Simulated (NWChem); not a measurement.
# BH2O (SMILES B[O]): U-r2SCAN/6-311+G(d,p)

What is the vertical ionisation energy of BH2O at U-r2SCAN/6-311+G**? 

The results are computed with NWChem 7.3.0.

**1. The structure to begin with**

BH2O: 4 atoms, total charge 0, spin state doublet. As SMILES, `B[O]`. Geometry: relaxed at PBE0-D4/def2-TZVP.

Bond lengths: B1–O2 1.281 Å, B1–H3 1.211 Å, B1–H4 1.211 Å. Angles: O2–B1–H3 119.9°, O2–B1–H4 119.9°, H3–B1–H4 120.2°.

**2. A single-point energy at U-r2SCAN/6-311+G(d,p)**

File bh2o.nw:

```
start bh2o
memory total 2200 mb
charge 0
geometry noautosym nocenter noautoz
   B    -0.001100   -0.010300   -0.015100
   O     1.025300   -0.340800    0.676900
   H    -1.052600   -0.587700    0.151600
   H     0.083900    0.878500   -0.833600
end
basis spherical bse
   B library 6-311+G**
   O library 6-311+G**
   H library 6-311+G**
end
dft
   xc r2scan
   mult 2
   grid lebedev 35 6
   convergence energy 1e-08
   maxiter 100
   mulliken
   print low
end
task dft energy
```

The run is started by

```bash
$ nwchem bh2o.nw > bh2o.out
```

Log, cut to the lines that bear on the results:

```text
[...]
 d= 0,ls=0.0,diis     1   -101.0904736020 -1.26D+02  2.03D-02  1.76D-01     0.2
[...]
 d= 0,ls=0.0,diis    12   -101.2183150892 -6.68D-10  5.72D-08  6.40D-12     1.8
[...]
         Total DFT energy =     -101.218315089223
      One electron energy =     -187.106645611758
           Coulomb energy =       74.106446233860
    Exchange-Corr. energy =      -13.284303442072
 Nuclear repulsion energy =       25.066187730746
[...]
      Total Density - Mulliken Population Analysis
     ---------------------------------------------
    Atom       Charge   Shell Charges
 -----------   ------   -------------------------------------------------------
    1 B    5     4.99   1.13  0.85  0.50  0.67  0.97  0.39  0.35  0.01  0.01  0.11
    2 O    8     8.08   1.09  0.91  0.93  1.05  1.97  0.81  1.29 -0.00  0.02  0.01
    3 H    1     0.96   0.25  0.56  0.14  0.02
    4 H    1     0.96   0.25  0.56  0.14  0.02
[...]
      <S2> =      0.7604 (Exact =     0.7500)
[...]
```

Wall time 2.3 s (1 thread of Intel Xeon 6975P-C (Granite Rapids), shared host); peak memory 0.11 GiB.

**3. The singlet cation**

File struct.nw:

```
start struct
title "BH2O r2SCAN"
memory total 2200 mb
charge 1

geometry noautosym nocenter noautoz
B       -0.001100      -0.010300      -0.015100
O        1.025300      -0.340800       0.676900
H       -1.052600      -0.587700       0.151600
H        0.083900       0.878500      -0.833600
end

basis spherical bse
* library 6-311+G**
end

dft
xc r2scan
grid lebedev 35 6
convergence energy 1e-08
iterations 100
mulliken
print low
end

task dft energy
```

The run is started by

```bash
$ nwchem struct.nw > struct.out
```

Log, cut to the lines that bear on the results:

```text
[...]
 d= 0,ls=0.0,diis     1   -100.0816107930 -1.25D+02  1.54D-01  5.56D+00     0.2
[...]
 d= 0,ls=0.0,diis    12   -100.7682269972 -1.20D-11  4.21D-08  1.69D-11     1.4
         Total DFT energy =     -100.768226997158
      One electron energy =     -181.909709849075
           Coulomb energy =       68.951489908228
    Exchange-Corr. energy =      -12.876194787058
 Nuclear repulsion energy =       25.066187730746
[...]
      Total Density - Mulliken Population Analysis
     ---------------------------------------------
    Atom       Charge   Shell Charges
 -----------   ------   -------------------------------------------------------
    1 B    5     4.90   1.13  0.85  0.48  0.73  0.95  0.39  0.26 -0.00  0.01  0.08
    2 O    8     7.71   1.09  0.91  0.90  1.10  1.89  0.80  1.11 -0.05 -0.05  0.01
    3 H    1     0.70   0.21  0.46  0.01  0.02
    4 H    1     0.70   0.21  0.46  0.01  0.02
[...]
```

Wall time 1.9 s (1 thread of Intel Xeon 6975P-C (Granite Rapids), shared host); peak memory 0.11 GiB.

**4. What came out**

At U-r2SCAN/6-311+G**:

| quantity | value |
| --- | --- |
| doublet BH2O: total energy | -101.21832 Eh |
| doublet BH2O: ⟨S²⟩ | 0.760 |
| singlet cation: total energy | -100.76823 Eh |
| vertical ionisation energy (to the singlet cation) | 12.248 eV |

**Reading.** The vertical ionisation energy comes to 12.25 eV (1182 kJ/mol). Only the singlet of the ionised species was computed; a triplet could lie lower. Mulliken charges (doublet BH2O) run from -0.08 on O2 to +0.04 on H3; in a basis this large or diffuse they mean little.
